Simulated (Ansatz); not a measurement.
# C2H5: the cost of one run

Program: Ansatz 0.2.0. Level of theory: the levels named in each step. These are calculated values, not measurements.

## (1) The system as given

Bond lengths: C1–C2 1.471 Å, C1–H3 1.073 Å, C1–H4 1.071 Å, C2–H5 1.099 Å, C2–H6 1.089 Å, C2–H7 1.090 Å. Angles: C1–C2–H5 111.3°, C1–C2–H6 111.3°, C1–C2–H7 111.2°, H5–C2–H6 106.1°, H5–C2–H7 107.4°, H6–C2–H7 109.4°, C2–C1–H3 120.4°, C2–C1–H4 120.6°, H3–C1–H4 118.5°.

As a file:

```xyz
7

C     0.7555   -0.1142   -0.0195
C    -0.6982    0.1075    0.0070
H     1.4316    0.6835    0.2215
H     1.1553   -1.0984   -0.1565
H    -1.1046   -0.0286    1.0192
H    -0.9486    1.1268   -0.2840
H    -1.2153   -0.5933   -0.6489
```

## (2) A rough first relaxation, PBE-D4/def2-SVP

This run stands in another session on the same molecule. It ended at:

```xyz
7

C     0.7690   -0.1130   -0.0256
C    -0.6996    0.1103    0.0060
H     1.4715    0.6957    0.2289
H     1.1867   -1.1233   -0.1559
H    -1.1291   -0.0344    1.0304
H    -0.9752    1.1440   -0.2923
H    -1.2477   -0.5960   -0.6528
```

## (3) Relaxation, PBE0-D4/def2-TZVPP

This run stands in another session on the same molecule. It ended at:

```xyz
7

C     0.7619   -0.1131   -0.0203
C    -0.6996    0.1097    0.0090
H     1.4513    0.6845    0.2227
H     1.1711   -1.1054   -0.1549
H    -1.1159   -0.0341    1.0174
H    -0.9625    1.1272   -0.2898
H    -1.2307   -0.5856   -0.6452
```

## (4) Frequencies, PBE0-D4/def2-TZVPP

input.yaml

```yaml
crystal:
  periodic: [false, false, false]
  atoms:
    - { symbol: C, position_ang: [0.76191474, -0.11305139, -0.02027844] }
    - { symbol: C, position_ang: [-0.6996087, 0.10973907, 0.00896782] }
    - { symbol: H, position_ang: [1.45131066, 0.68445966, 0.22265688] }
    - { symbol: H, position_ang: [1.17110841, -1.10537593, -0.15494034] }
    - { symbol: H, position_ang: [-1.11586848, -0.03411059, 1.01739831] }
    - { symbol: H, position_ang: [-0.96246853, 1.12719621, -0.28984623] }
    - { symbol: H, position_ang: [-1.2307181, -0.58558704, -0.64519802] }
magnetization:
  spin_polarized: true
  initial_magnetization: 1
basis:
  gaussian: { orbitals: def2-TZVPP }
hamiltonian:
  xc: pbe0
  dispersion: d4
phonons: {}
```

Launch:

```sh
> ansatz run input.yaml --threads 2 --pin off --max-ram 5120MiB --backend cpu --events-out ev --progress --plain --runs-dir out
```

**Question.** How long does this run take on 2 threads of AMD EPYC (Zen 3), shared host, and how much memory does it need?

About 3.6 min, with a peak of 0.21 GiB.
